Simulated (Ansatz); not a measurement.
**CCSD(T)/def2-TZVP run of AlH3S (SMILES [AlH2][SH])**

What is the vertical singlet–triplet gap of AlH3S at CCSD(T)/def2-TZVP? 

The calculation is run with Ansatz 0.2.0.

48 further runs of the same task are left out: 48 set aside as unsound or not needed.

**1. The system as given**

AlH3S: 5 atoms, total charge 0, spin state singlet. SMILES: `[AlH2][SH]`. The coordinates come from a PBE0-D4/def2-TZVP relaxation.

Bond lengths: Al1–S2 2.181 Å, Al1–H3 1.579 Å, Al1–H4 1.581 Å, S2–H5 1.344 Å. Angles: Al1–S2–H5 93.7°, S2–Al1–H3 116.5°, S2–Al1–H4 118.9°, H3–Al1–H4 124.6°.

**2. A single-point energy at CCSD(T)/def2-TZVP**

Contents of run.yaml:

```yaml
crystal:
  periodic: [false, false, false]
  atoms:
    - {symbol: Al, position_ang: [-0.616100, -0.064200, -0.181700]}
    - {symbol: S, position_ang: [1.129100, -0.343100, 1.096600]}
    - {symbol: H, position_ang: [-1.981700, -0.650100, 0.351100]}
    - {symbol: H, position_ang: [-0.441100, 0.696000, -1.556400]}
    - {symbol: H, position_ang: [1.959700, 0.287800, 0.249000]}
basis:
  gaussian:
    orbitals: def2-TZVP
correlation:
  method: ccsd_t
  frozen_orbitals: {Al: 5, H: 0, S: 5}
accuracy: high
scf:
  omitted_lower_state_checks: [cluster_reference, increment]
```

On the command line:

```
ansatz run run.yaml --threads 1 --pin off --max-ram 3480MiB --events-out events.jsonl --progress --plain --runs-dir runs
```

The log of the run:

```text
Warning: RAYON_NUM_THREADS=1 ignored (pool sized by the plan → 1); use --threads N
Functional definition: HF
  name "HF"
  exchange = exact_x
  correlation = 0
these checks for a lower state are left out or cut short: cluster_reference, increment
1572 factors; integrals over basis functions are off by at most 3.5e-9 eV
mean field evaluation 1: about -17448.3171 eV, gradient 1.4e1 eV
mean field evaluation 2: about -17448.3229 eV, gradient 1.4e1 eV
mean field evaluation 4: about -17449.2320 eV, gradient 1.7e0 eV
mean field evaluation 8: about -17449.2489 eV, gradient 1.0e-1 eV
mean field evaluation 16: about -17449.2489 eV, gradient 1.5e-8 eV
mean field -17449.24894879 eV, -641.2480713425 hartree, gradient 1.5e-8 eV, S^2 0.000000; 0 other end points of the search recorded, 0 dependent functions left out
10 core orbitals not correlated: weight in the atoms' cores, before any rotation towards them, 1.000 or more for the frozen orbitals, at most 0.000 for the correlated occupied ones
reference -17449.24894879 eV, -641.2480713425 hartree; 6, 6 occupied and 76, 76 virtual orbitals, 1572 factors
second order -6.80942520 eV of doubles, -0.00000000 eV of singles
cycle   1  -7.52628913 eV  change   -7.2e-1 eV  update   6.6e-2
cycle   2  -7.79591019 eV  change   -2.7e-1 eV  update   2.1e-2
cycle   3  -7.81698544 eV  change   -2.1e-2 eV  update   7.2e-3
cycle   4  -7.81451173 eV  change    2.5e-3 eV  update   2.6e-3
cycle   5  -7.81381091 eV  change    7.0e-4 eV  update   9.4e-4
cycle   6  -7.81367812 eV  change    1.3e-4 eV  update   3.2e-4
cycle   7  -7.81371210 eV  change   -3.4e-5 eV  update   1.0e-4
cycle   8  -7.81373732 eV  change   -2.5e-5 eV  update   3.6e-5
cycle   9  -7.81373160 eV  change    5.7e-6 eV  update   1.1e-5
cycle  10  -7.81373100 eV  change    6.0e-7 eV  update   3.1e-6
cycle  11  -7.81373188 eV  change   -8.8e-7 eV  update   9.2e-7
cycle  12  -7.81373204 eV  change   -1.7e-7 eV  update   3.0e-7
cycle  13  -7.81373219 eV  change   -1.4e-7 eV  update   9.5e-8
cycle  14  -7.81373220 eV  change   -1.1e-8 eV  update   4.2e-8
cycle  15  -7.81373219 eV  change    1.2e-8 eV  update   2.5e-8
cycle  16  -7.81373220 eV  change   -1.0e-8 eV  update   1.8e-8
cycle  17  -7.81373202 eV  change    1.7e-7 eV  update   1.1e-7
cycle  18  -7.81373200 eV  change    2.0e-8 eV  update   2.7e-8
cycle  19  -7.81373200 eV  change    8.0e-9 eV  update   7.2e-9
cycle  20  -7.81373200 eV  change   5.0e-10 eV  update   2.2e-9
cycle  21  -7.81373200 eV  change   7.5e-11 eV  update  6.7e-10
perturbative correction -0.29358740 eV, -0.0107891381 hartree
Total energy: -17457.35626819 eV, -641.5460098350 hartree
Checks for a lower state left out: cluster_reference, increment
```

Run time: 9.3 s. Hardware: 1 thread of Arm Neoverse V1, shared host; peak memory 0.49 GiB.

**3. The triplet, same level**

Contents of job.yaml:

```yaml
crystal:
  periodic: [false, false, false]
  atoms:
    - {symbol: Al, position_ang: [-0.616100, -0.064200, -0.181700]}
    - {symbol: S, position_ang: [1.129100, -0.343100, 1.096600]}
    - {symbol: H, position_ang: [-1.981700, -0.650100, 0.351100]}
    - {symbol: H, position_ang: [-0.441100, 0.696000, -1.556400]}
    - {symbol: H, position_ang: [1.959700, 0.287800, 0.249000]}
basis:
  gaussian:
    orbitals: def2-TZVP
magnetization:
  spin_polarized: true
  initial_magnetization: 2
correlation:
  method: ccsd_t
  frozen_orbitals: {Al: 5, H: 0, S: 5}
accuracy: high
scf:
  omitted_lower_state_checks: [cluster_reference, increment]
```

On the command line:

```
ansatz run job.yaml --threads 1 --pin off --max-ram 3480MiB --events-out events.jsonl --progress --plain --runs-dir runs
```

The log of the run:

```text
Warning: RAYON_NUM_THREADS=1 ignored (pool sized by the plan → 1); use --threads N
Functional definition: HF
  name "HF"
  exchange = exact_x
  correlation = 0
these checks for a lower state are left out or cut short: cluster_reference, increment
1572 factors; integrals over basis functions are off by at most 3.5e-9 eV
mean field evaluation 1: about -17443.0754 eV, gradient 1.2e1 eV
mean field evaluation 2: about -17443.0864 eV, gradient 1.2e1 eV
mean field evaluation 4: about -17444.6575 eV, gradient 1.6e0 eV
mean field evaluation 8: about -17444.6956 eV, gradient 3.7e-3 eV
mean field evaluation 16: about -17444.0394 eV, gradient 3.7e0 eV
mean field evaluation 32: about -17443.2986 eV, gradient 1.8e0 eV
mean field evaluation 64: about -17444.6435 eV, gradient 1.5e0 eV
mean field -17444.69562584 eV, -641.0807398102 hartree, gradient 1.8e-8 eV, S^2 2.037049; 7 other end points of the search recorded, 0 dependent functions left out
10 core orbitals not correlated: weight in the atoms' cores, before any rotation towards them, 1.000 or more for the frozen orbitals, at most 0.000 for the correlated occupied ones
reference -17444.69562584 eV, -641.0807398102 hartree; 7, 5 occupied and 75, 77 virtual orbitals, 1572 factors
second order -6.06211829 eV of doubles, -0.00000000 eV of singles
cycle   1  -6.93039614 eV  change   -8.7e-1 eV  update   7.2e-2
cycle   2  -7.25597673 eV  change   -3.3e-1 eV  update   2.8e-2
cycle   3  -7.27777051 eV  change   -2.2e-2 eV  update   9.1e-3
cycle   4  -7.27787092 eV  change   -1.0e-4 eV  update   3.6e-3
cycle   5  -7.27773208 eV  change    1.4e-4 eV  update   1.5e-3
cycle   6  -7.27790483 eV  change   -1.7e-4 eV  update   5.7e-4
cycle   7  -7.27807399 eV  change   -1.7e-4 eV  update   2.4e-4
cycle   8  -7.27813017 eV  change   -5.6e-5 eV  update   1.0e-4
cycle   9  -7.27810968 eV  change    2.0e-5 eV  update   4.6e-5
cycle  10  -7.27810329 eV  change    6.4e-6 eV  update   2.0e-5
cycle  11  -7.27810552 eV  change   -2.2e-6 eV  update   8.3e-6
cycle  12  -7.27810392 eV  change    1.6e-6 eV  update   3.1e-6
cycle  13  -7.27810358 eV  change    3.5e-7 eV  update   1.3e-6
cycle  14  -7.27810245 eV  change    1.1e-6 eV  update   6.0e-7
cycle  15  -7.27810220 eV  change    2.5e-7 eV  update   3.1e-7
cycle  16  -7.27810218 eV  change    1.6e-8 eV  update   2.1e-7
cycle  17  -7.27810217 eV  change    1.1e-8 eV  update   1.7e-7
cycle  18  -7.27810219 eV  change   -2.2e-8 eV  update   1.4e-7
cycle  19  -7.27810221 eV  change   -1.5e-8 eV  update   1.2e-7
cycle  20  -7.27810222 eV  change   -5.9e-9 eV  update   9.6e-8
cycle  21  -7.27810222 eV  change   -8.9e-9 eV  update   7.1e-8
cycle  22  -7.27810221 eV  change    1.9e-8 eV  update   5.0e-8
cycle  23  -7.27810221 eV  change   -4.1e-9 eV  update   3.8e-8
cycle  24  -7.27810222 eV  change   -1.2e-8 eV  update   2.9e-8
cycle  25  -7.27810221 eV  change    6.5e-9 eV  update   2.5e-8
cycle  26  -7.27810220 eV  change    1.9e-8 eV  update   8.1e-8
cycle  27  -7.27810219 eV  change    8.0e-9 eV  update   2.8e-8
cycle  28  -7.27810218 eV  change    5.7e-9 eV  update   1.4e-8
cycle  29  -7.27810218 eV  change    2.3e-9 eV  update   9.6e-9
cycle  30  -7.27810218 eV  change  -1.1e-10 eV  update   6.3e-9
cycle  31  -7.27810218 eV  change  -8.3e-10 eV  update   3.8e-9
cycle  32  -7.27810218 eV  change  -8.6e-11 eV  update   2.9e-9
cycle  33  -7.27810218 eV  change   2.6e-10 eV  update   2.0e-9
cycle  34  -7.27810218 eV  change   8.3e-11 eV  update   1.4e-9
perturbative correction -0.25619969 eV, -0.0094151651 hartree
Total energy: -17452.22992771 eV, -641.3576202972 hartree
Checks for a lower state left out: cluster_reference, increment
```

Run time: 39 s. Hardware: 1 thread of Arm Neoverse V1, shared host; peak memory 0.86 GiB.

**4. Results**

Level: CCSD(T)/def2-TZVP, 10 core orbitals frozen.

| quantity | value |
| --- | --- |
| singlet: total energy | -641.54601 Eh |
| singlet: correlation energy (10 core orbitals frozen) | -297.9 mEh |
| singlet: (T) correction | -10.79 mEh |
| singlet: T1 diagnostic | 0.011 |
| triplet: total energy | -641.35762 Eh |
| triplet: correlation energy (10 core orbitals frozen) | -276.9 mEh |
| triplet: (T) correction | -9.42 mEh |
| triplet: ⟨S²⟩ of the reference determinant | 2.037 |
| triplet: T1 diagnostic | 0.014 |
| vertical energy of the triplet above the singlet | 5.126 eV |

What this shows: At this shape the triplet lies 5.13 eV (118 kcal/mol) above the singlet. The triples (singlet) make up 3.6 % of the correlation energy. The triples (triplet) make up 3.4 % of the correlation energy.
